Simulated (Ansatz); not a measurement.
**SO3 (sulfur trioxide) at BLYP/6-311+G(d,p)**

What is the vertical electron affinity of SO3 (sulfur trioxide) at BLYP/6-311+G**? 

Program for the calculation: Ansatz 0.2.0.

36 further runs of the same task are left out: 2 that didn't finish, 34 set aside as unsound or not needed.

**1. Starting point**

SO3 has 4 atoms, charge 0, and is taken as a singlet. SMILES: `O=S(=O)=O`. The coordinates come from a PBE0-D4/def2-TZVP relaxation.

Bond lengths: O1–S2 1.419 Å, S2–O3 1.419 Å, S2–O4 1.419 Å. Angles: O1–S2–O3 120.0°, O1–S2–O4 120.0°, O3–S2–O4 120.0°.

**2. The energy at BLYP/6-311+G(d,p)**

File job.yaml:

```yaml
crystal:
  periodic: [false, false, false]
  atoms:
    - {symbol: O, position_ang: [-1.121570, -0.684610, 0.536720]}
    - {symbol: S, position_ang: [0.000010, -0.000030, -0.000040]}
    - {symbol: O, position_ang: [1.308940, -0.327680, 0.440460]}
    - {symbol: O, position_ang: [-0.187380, 1.012320, -0.977150]}
basis:
  gaussian: {orbitals: 6-311+G_st__st_-spherical.json}
hamiltonian: {xc: {name: BLYP}}
accuracy: high
output: {orbitals: {seedname: orbitals}}
```

The basis set 6-311+G** is read from a file made from the Basis Set Exchange's data (not shown).

Run with:

```console
$ ansatz run job.yaml --threads 1 --pin off --max-ram 3480MiB --events-out events.jsonl --progress --plain --runs-dir runs
```

The program printed:

```text
Warning: RAYON_NUM_THREADS=1 ignored (pool sized by the plan → 1); use --threads N
Functional definition: BLYP
  name "BLYP"
  parameter beta = 0.0042
  parameter a = 0.04918
  parameter b = 0.132
  parameter c = 0.2533
  parameter d = 0.349
  exchange = b88_x(beta = beta)
  correlation = lyp_c(a = a, b = b, c = c, d = d)
1681 factors; integrals over basis functions are off by at most 3.8e-9 eV
mean field evaluation 1: about -16959.8888 eV, gradient 1.0e2 eV
mean field evaluation 2: about -16877.3069 eV, gradient 2.2e2 eV
mean field evaluation 4: about -16975.3386 eV, gradient 8.3e0 eV
mean field evaluation 8: about -16975.4637 eV, gradient 1.1e-1 eV
mean field evaluation 16: about -16975.4637 eV, gradient 1.9e-6 eV
mean field -16975.46371465 eV, -623.8367851307 hartree, gradient 1.3e-8 eV, S^2 0.000000; 0 other end points of the search recorded, 0 dependent functions left out
reference -16975.46376273 eV, -623.8367868977 hartree; 20, 20 occupied and 76, 76 virtual orbitals, 1681 factors
Total energy: -16975.46376273 eV, -623.8367868977 hartree
```

It took 3.9 s on 1 thread of Arm Neoverse V2, shared host; peak memory 0.21 GiB.

**3. The doublet anion at the same level**

File input.yaml:

```yaml
crystal:
  periodic: [false, false, false]
  atoms:
    - {symbol: O, position_ang: [-1.121570, -0.684610, 0.536720]}
    - {symbol: S, position_ang: [0.000010, -0.000030, -0.000040]}
    - {symbol: O, position_ang: [1.308940, -0.327680, 0.440460]}
    - {symbol: O, position_ang: [-0.187380, 1.012320, -0.977150]}
basis:
  gaussian: {orbitals: 6-311+G_st__st_-spherical.json}
total_charge: -1
magnetization: {spin_polarized: true, initial_magnetization: 1}
hamiltonian: {xc: {name: BLYP}}
accuracy: high
output: {orbitals: {seedname: orbitals}}
```

The basis set 6-311+G** is read from a file made from the Basis Set Exchange's data (not shown).

Run with:

```console
$ ansatz run input.yaml --threads 1 --pin off --max-ram 3480MiB --events-out events.jsonl --progress --plain --runs-dir runs
```

The program printed, shortened:

```text
Warning: RAYON_NUM_THREADS=1 ignored (pool sized by the plan → 1); use --threads N
[... 9 set-up lines as earlier in the session ...]
1680 factors; integrals over basis functions are off by at most 3.8e-9 eV
mean field evaluation 1: about -16967.2340 eV, gradient 5.0e1 eV
mean field evaluation 2: about -16936.6386 eV, gradient 1.1e2 eV
mean field evaluation 4: about -16976.0210 eV, gradient 2.0e0 eV
mean field evaluation 8: about -16976.0386 eV, gradient 4.2e-1 eV
mean field evaluation 16: about -16976.0393 eV, gradient 4.4e-5 eV
mean field evaluation 32: about -16976.0137 eV, gradient 2.1e0 eV
mean field -16976.03925612 eV, -623.8579358895 hartree, gradient 3.7e-8 eV, S^2 0.751805; 3 other end points of the search recorded, 0 dependent functions left out
reference -16976.03929461 eV, -623.8579373041 hartree; 21, 20 occupied and 75, 76 virtual orbitals, 1680 factors
Total energy: -16976.03929461 eV, -623.8579373041 hartree
```

It took 7.8 s on 1 thread of Arm Neoverse V2, shared host; peak memory 0.25 GiB.

**4. What came out**

At BLYP/6-311+G**:

| quantity | value |
| --- | --- |
| singlet SO3: total energy | -623.83679 Eh |
| singlet SO3: HOMO energy | -8.22 eV |
| singlet SO3: LUMO energy | -3.59 eV |
| singlet SO3: HOMO–LUMO gap | 4.63 eV |
| doublet anion: total energy | -623.85794 Eh |
| doublet anion: HOMO energy (highest over α and β) | 2.10 eV |
| doublet anion: LUMO energy (lowest over α and β) | 2.65 eV |
| doublet anion: ⟨S²⟩ | 0.752 |
| vertical electron affinity (to the doublet anion) | 0.576 eV |

**Reading.** At fixed nuclei the extra electron is bound by 0.58 eV (55.5 kJ/mol). The HOMO (doublet anion) lies at positive energy, 2.10 eV, as semi-local functionals often give for anions; only total energies tell whether the electron is bound.
